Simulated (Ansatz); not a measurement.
The first iterations of a band of C₃H₉NO (14 atoms, charge 0, multiplicity 1).

Theory: RKS PBE/def2-mTZVP (Ansatz 0.2.0).

* movable images: 5
* climbing image: yes
* spring: 5.0 eV/Å²
* optimiser: quadratic models (default)
* start path: IDPP
* force threshold: 0.03 eV/Å
* iteration limit: 60
* end points: relaxed

Initial state:

```xyz
14
Properties=species:S:1:pos:R:3
C -1.188 1.327 0.769
O 0.126 1.222 0.234
C 0.770 -0.017 0.552
C 0.308 -1.180 -0.332
N 0.480 -0.978 -1.773
H -1.185 1.204 1.869
H -1.551 2.335 0.526
H -1.889 0.590 0.338
H 0.624 -0.260 1.626
H 1.846 0.165 0.390
H -0.756 -1.398 -0.141
H 0.859 -2.087 -0.030
H 1.480 -0.880 -1.982
H 0.063 -0.072 -2.018
```

Final state:

```xyz
14
Properties=species:S:1:pos:R:3
C -1.336 0.965 1.359
O -0.542 1.422 0.272
C 0.519 0.531 -0.073
C 0.082 -0.701 -0.880
N 1.184 -1.561 -1.324
H -0.716 0.758 2.253
H -2.043 1.770 1.598
H -1.913 0.054 1.117
H 1.064 0.208 0.839
H 1.220 1.127 -0.682
H -0.479 -0.362 -1.765
H -0.611 -1.322 -0.289
H 1.710 -1.903 -0.513
H 1.848 -1.014 -1.883
```

| iteration | highest image above the first end (eV) | largest band force component (eV/Å) |
| --- | --- | --- |
| 1 | 0.372 | 1.091 |
| 2 | 0.186 | 0.637 |

**Question.** Does the band converge within its limit, and where does its top end?

**Answer.** The run converged. It ended after 5 iterations with the highest image 0.172 eV above the first end. A vibrational analysis at the climbing image gives one clearly imaginary mode, 115i cm⁻¹: a first-order saddle point.

Run time: 80 s on 2 threads of Arm Neoverse V1, with other jobs on the host, peak memory 0.16 GiB.
